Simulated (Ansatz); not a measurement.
The same path of H5NSi (7 atoms, charge 0, multiplicity 1) was run 3 times with different band settings. Lost on the way: Si1–H5. Made: N2–H5.

These are results of RKS BHLYP/def2-SVPD in Ansatz, not measurements.

Relaxed end points:

```xyz
7
Properties=species:S:1:pos:R:3
Si 0.371 0.003 0.115
N 0.818 -0.120 1.781
H 0.145 -0.343 2.492
H 1.592 0.396 2.156
H 1.613 -0.009 -0.690
H -0.385 1.231 -0.244
H -0.481 -1.159 -0.224
```

```xyz
7
Properties=species:S:1:pos:R:3
Si 0.160 0.415 -0.492
N 1.111 -0.094 1.265
H 0.463 -0.461 1.949
H 1.567 0.715 1.662
H 1.820 -0.793 1.091
H -0.885 1.140 0.342
H -0.563 -0.922 -0.431
```

Common settings: spring 5.0 eV/Å²; optimiser quadratic models (default); start path through a guess of the saddle point; force threshold 0.03 eV/Å; iteration limit 60; end points relaxed.

| run | movable images | climbing image |
| --- | --- | --- |
| 1 | 7 | yes |
| 2 | 3 | yes |
| 3 | 4 | no |

Q: What does each run give, and how far can it be trusted?

A: Run 1: converged after 12 iterations, highest image 3.396 eV above the first end. Neighbouring images differ by up to 1.7 eV, so the band resolves the path poorly. A vibrational analysis at the climbing image gives one clearly imaginary mode, 1785i cm⁻¹: a first-order saddle point.
Run 2: converged after 15 iterations, highest image 3.396 eV above the first end. Neighbouring images differ by up to 3.0 eV, so the band resolves the path poorly. Another band between the same ends (7 images) ends at a top of the same energy, where a vibrational analysis finds 1 clearly imaginary mode. So few images can step over the top or miss a turn of the path.
Run 3: converged after 23 iterations, highest image 1.833 eV above the first end. Neighbouring images differ by up to 1.8 eV, so the band resolves the path poorly. No image climbed, so the highest image needn't sit at the top of the path. A band with more images between the same ends climbed to 3.40 eV, so this one has probably stepped over the top.
The orbitals stay closed-shell, which can raise the energy where a bond breaks towards radicals; this wasn't checked here.
